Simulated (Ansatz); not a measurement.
**H₃S+ (triplet): wB97X-V, wB97M-V over a scan of the distance S1–H3, cc-pVDZ**

Aim: run H₃S+ (triplet) with these functionals over a scan of the distance S1–H3, and hold them against the top wave-function level at the same points.

Computed with Ansatz 0.2.0, Gaussian basis. Level: cc-pVDZ, all electrons in the functionals.

Plan: wB97X-V, wB97M-V, at 1.228 Å; 1.360 Å; 1.520 Å; 1.694 Å; 1.860 Å; 2.113 Å; 2.478 Å; 2.785 Å; 3.289 Å; 4.029 Å; 5.128 Å.

23 further runs of the same task are left out: 1 for a mislabelled method, 16 that didn't finish, 6 set aside as unsound or not needed.

## Step 1: The geometry

The geometry derives from a PBE0/def2-TZVP stationary point (not a proven minimum). One bond is set to the value named and the two fragments are kept rigid.

4 atoms, charge 1, spin multiplicity 3.

Atoms are counted from 1 here; the program's logs count them from 0.

Bond lengths: S1–H2 1.357 Å, S1–H3 1.520 Å, S1–H4 1.520 Å. Angles: H2–S1–H3 89.9°, H2–S1–H4 89.9°, H3–S1–H4 179.9°.

No dispersion term is added; wB97X-V, wB97M-V hold VV10 nonlocal correlation.

The geometry shown and the zero of energy belong to the point 1.520 Å. The yardstick, UCCSDT(Q), and other wave-function levels (R restricted, U unrestricted, valence and pair active spaces) come from earlier runs.

## Step 2: wB97X-V, 1.228 Å

File in.yaml:

```yaml
crystal:
  periodic: [false, false, false]
  atoms:
    - {symbol: S, position_ang: [0.000000, -0.039093, 0.008391]}
    - {symbol: H, position_ang: [0.000000, 1.318387, 0.008391]}
    - {symbol: H, position_ang: [0.000000, -0.037550, 1.236391]}
    - {symbol: H, position_ang: [0.000000, -0.037182, -1.511736]}
basis:
  gaussian: {orbitals: cc-pVDZ}
total_charge: 1
magnetization: {spin_polarized: true, initial_magnetization: 2}
hamiltonian: {xc: {name: wB97X-V}}
```

Run with:

```console
$ ansatz run in.yaml --threads 1 --pin off --events-out ev --progress --plain --max-ram 2393MiB
```

The runs that follow: wB97X-V, 1.360 Å; wB97X-V, 1.520 Å; wB97X-V, 1.694 Å; wB97X-V, 1.860 Å; wB97X-V, 2.113 Å; wB97X-V, 2.478 Å; wB97X-V, 2.785 Å; wB97X-V, 3.289 Å; wB97X-V, 4.029 Å; wB97X-V, 5.128 Å; wB97M-V, 1.228 Å; wB97M-V, 1.360 Å; wB97M-V, 1.520 Å; wB97M-V, 1.694 Å; wB97M-V, 1.860 Å; wB97M-V, 2.113 Å; wB97M-V, 2.478 Å; wB97M-V, 2.785 Å; wB97M-V, 3.289 Å; wB97M-V, 4.029 Å; wB97M-V, 5.128 Å.

Before running them: what should the planned runs give, taken together? Wanted: span of the UCCSDT(Q) curve; largest miss, wB97X-V; largest miss, wB97M-V.

As calculated:

```
                   quantity                    value
span of the UCCSDT(Q) curve            25.9 kcal/mol
      largest miss, wB97X-V  +2.8 kcal/mol (5.128 Å)
      largest miss, wB97M-V  +3.5 kcal/mol (5.128 Å)
```

**Reading.** Of the functionals, wB97X-V keep the smallest largest miss at the points compared (at most 2.8 kcal/mol) and wB97M-V strays most (3.5 kcal/mol, at 5.128 Å). Functionals and the yardstick converge differently with the basis, so part of each miss in cc-pVDZ is the basis.
